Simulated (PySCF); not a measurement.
Species: cyclopropyl isocyanate, C4H5NO.
SMILES with atom numbers: `[O:1]=[C:2]=[N:3][CH:4]1[CH2:5][CH2:6]1` (hydrogens: H7 on C4; H8, H9 on C5; H10, H11 on C6)

Structure used (PBE0-D3(BJ)/def2-SVP), in Å, numbered top down from 1:
```
atom  x, y, z in Å
O1     3.1061   -0.6281   -0.5228
C2     2.1400   -0.3359    0.0746
N3     1.2156   -0.0356    0.7706
C4    -0.1468    0.2770    0.8781
C5    -0.8497    1.0354   -0.2118
C6    -1.1675   -0.4136    0.0188
H7    -0.4402    0.5038    1.9066
H8    -1.5805    1.7933    0.0813
H9    -0.2603    1.2921   -1.0957
H10   -0.7950   -1.1386   -0.7094
H11   -2.1233   -0.6812    0.4762
```

Level of theory: PySCF 2.14.0, density-fitted response routines, TDDFT wB97X-D/def2-SVPD, vertical, gas phase, core orbitals frozen in the response.

Ground-to-excited transition dipoles (e·a0, same axes as the geometry; the sign carries no meaning), for the states with f of 0.002 or more among the lowest 5:

```tsv
state	E (hartree)	μx	μy	μz
S2	0.2654	-0.163	0.001	-0.222
S5	0.2933	0.387	-0.087	-0.023
```

(1) Work out the oscillator strengths.

(2) Which bond between heavy atoms lies closest to the direction of the S5 transition dipole?

(3) What angle do the transition dipoles of S2 and S5 make?

(4) What peak molar absorption coefficient would the strongest computed level give as a lone Gaussian band 0.3 eV wide at half height?

Answers

(1) f = (2/3) ΔE |μ|² with ΔE in hartree (27.2114 eV).

```
state  |μ|² (au)  |μ| (D)      f
   S2      0.076     0.70  0.013
   S5      0.158     1.01  0.031
```

(2) N3–C4, at 1° from it; next O1–C2 at 28°.

(3) |cos θ| = |μa·μb| / (|μa| |μb|) = 0.53, so θ ≈ 58° (taken between 0 and 90°, since the signs are arbitrary).

(4) ε(max) = 2.175×10⁸ f / FWHM, with the width in cm⁻¹. S5: 2.175×10⁸ × 0.0309 / 2420 ≈ 2800 L mol⁻¹ cm⁻¹.

Time: 17 s wall; peak memory 0.77 GiB. Hardware: one thread of an Arm Neoverse V1, shared host.

One conformer stands for the species.
